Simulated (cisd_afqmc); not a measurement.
Input (AFQMC/CISD/aug-cc-pVTZ; cisd_afqmc is a phaseless AFQMC code with CISD trial states that reads the integrals written by Ansatz):

Ansatz 0.2 input:
```python
import cisd_afqmc

open("ham.yaml", "w").write("""\
crystal:
  periodic: [false, false, false]
  atoms:
    - {symbol: F, position_ang: [0.05487167, -0.01355944, -1.84979752]}
    - {symbol: C, position_ang: [0.01391567, -0.00106944, -0.09040152]}
    - {symbol: H, position_ang: [1.08038567, -0.00086644, -0.00118052]}
    - {symbol: H, position_ang: [-0.51548333, 0.92860056, -0.06310252]}
    - {symbol: H, position_ang: [-0.51661933, -0.92953944, -0.04956452]}
    - {symbol: O, position_ang: [0.03360067, 0.01309356, 1.89527248]}
    - {symbol: H, position_ang: [-0.89442733, 0.02550856, 2.14225448]}
basis:
  gaussian:
    orbitals: aug-cc-pVTZ
total_charge: -1
magnetization: {spin_polarized: false}
correlation: {method: ccsd, electrons: outside_noble_gas, hamiltonian_folder: ham}
""")
rep = cisd_afqmc.ansatz("ham.yaml")
e_ccsd = rep["correlation"]["coupled_cluster"]["energy"]["hartree"]
out = cisd_afqmc.run("ham", e_ccsd, trial="CISD", walkers=1000, populations=1, threads=12, dt=0.005, steps=40, early=24, settle=10, least=100,
    cut=5e-5, rank_cut=2e-4, target=0.0004, seconds=1000, seed=4, memory=62639, gpu=True)
```

Output:

```
orbitals 227, occupied [11], factors 1220 of 1335, rank of the doubles 614 of 2376
E(HF) = -214.497955
E(CCSD) on the cut factors = -215.254342, shift to the whole factors -0.000012
Energy of the trial state on the determinant = -215.254364
  tau behind 7.2 of longer steps, mean of the populations' last blocks
   2.0  -215.28567
   4.0  -215.28561
   6.0  -215.28626
   8.0  -215.28902
  10.0  -215.28727
  12.0  -215.29041
  14.0  -215.28648
  16.0  -215.28726
  18.0  -215.28664
  20.0  -215.28661
  22.0  -215.28529
  24.0  -215.28941
  26.0  -215.28938
  28.0  -215.28590
  30.0  -215.29023
  32.0  -215.28799
  34.0  -215.28417
blocks 164 (0 outliers left out), error by blocks joined: 1: 0.00028, 2: 0.00033, 4: 0.00040, 8: 0.00039
E(AFQMC/CISD) = -215.28739 +/- 0.00040
```
